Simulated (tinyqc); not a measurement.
Worked calculation: extended Hueckel theory, for LiF. One step of it, computed by the program tinyqc.

Problem. Mulliken analysis. P = C n C^T; charge = valence electrons (F 7, Li 1) minus the sum of (P S)_ii on the atom; overlap population = 2 sum P_ij S_ij between two atoms.

coefficients:
```
              MO1        MO2       MO3        MO4        MO5        MO6        MO7        MO8
1Li 2s   0.039627   0.000000  0.000000  -0.022728   0.863292   0.000000   0.000000   0.594051
1Li 2px  0.000000  -0.011064  0.028253   0.000000   0.000000   0.838759   0.558704   0.000000
1Li 2py  0.000000   0.028253  0.011064   0.000000   0.000000  -0.558704   0.838759   0.000000
1Li 2pz  0.036606   0.000000  0.000000  -0.010516  -0.505333   0.000000   0.000000   0.983796
2F 2s    0.973559   0.000000  0.000000   0.012461  -0.040485   0.000000   0.000000  -0.600086
2F 2px   0.000000  -0.363072  0.927114   0.000000   0.000000  -0.132183  -0.088048   0.000000
2F 2py   0.000000   0.927114  0.363072   0.000000   0.000000   0.088048  -0.132183   0.000000
2F 2pz   0.004601   0.000000  0.000000   0.997285   0.034097   0.000000   0.000000   0.139451
```

occupations: 2.000000  2.000000  2.000000  2.000000  0.000000  0.000000  0.000000  0.000000

overlap S, lower triangle:
```
            1Li 2s   1Li 2px   1Li 2py    1Li 2pz     2F 2s    2F 2px    2F 2py    2F 2pz
1Li 2s    1.000000
1Li 2px   0.000000  1.000000
1Li 2py   0.000000  0.000000  1.000000
1Li 2pz   0.000000  0.000000  0.000000   1.000000
2F 2s     0.265955  0.000000  0.000000   0.403815  1.000000
2F 2px    0.000000  0.127733  0.000000   0.000000  0.000000  1.000000
2F 2py    0.000000  0.000000  0.127733   0.000000  0.000000  0.000000  1.000000
2F 2pz   -0.070593  0.000000  0.000000  -0.080890  0.000000  0.000000  0.000000  1.000000
```

Give: charges; Overlap populations.

Solution.

charges: 1Li 0.9199, 2F -0.9199

Overlap populations:

| pair | value |
|---|---|
| 2-1 | 0.138653 |
